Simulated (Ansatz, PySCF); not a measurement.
Potential energy curve for SiO, singlet. Each curve is given relative to its own lowest point near equilibrium.

```csv
R / Å,A,B,C,D
1.20,150.7,150.5,131.9,131.9
1.27,83.1,83.6,67.7,67.7
1.37,28.3,29.0,18.5,18.5
1.41,16.0,16.6,8.5,8.5
1.45,7.7,8.1,2.7,2.7
1.51,1.2,1.3,0.0,0.0
1.54,0.0,0.0,0.9,0.9
1.59,0.5,0.3,4.8,4.8
1.65,4.2,3.7,12.9,12.9
1.75,17.7,14.6,24.9,31.7
1.86,34.2,30.7,36.9,56.6
2.03,62.4,58.7,56.2,97.5
2.26,100.1,95.2,79.0,145.0
2.52,125.7,129.9,86.6,174.3
2.72,145.7,151.3,88.2,186.4
3.00,155.1,174.7,89.4,196.4
3.33,158.0,194.4,90.4,203.1
3.73,159.5,210.3,91.3,207.4
4.05,160.2,218.7,91.8,209.2
4.50,160.8,226.2,92.2,210.6
5.24,161.1,232.5,92.5,211.4
6.09,161.2,235.0,92.6,211.7
```

Energies in kcal/mol.

### Question
Match the curves with the methods RHF/cc-pVDZ run with PySCF; restricted PBE/cc-pVDZ run with Ansatz (an electronic-structure program); CCSD(T) on UHF/cc-pVDZ, 6 core orbitals frozen run with PySCF 2.14.0; PySCF with UHF/cc-pVDZ.

### Answer
A is UCCSD(T); B is RKS-PBE; C is UHF; D is RHF.

The restricted form behind RKS-PBE, RHF keeps the bonding electrons paired and can't separate into open-shell fragments. The unrestricted solution behind UCCSD(T), UHF changes between 2.26 and 2.52 Å, which can leave a kink. The unrestricted determinant behind UCCSD(T), UHF is spin-contaminated at 1.75 to 6.09 Å (<S²> up to 2.0, against 0.00 for a pure singlet).
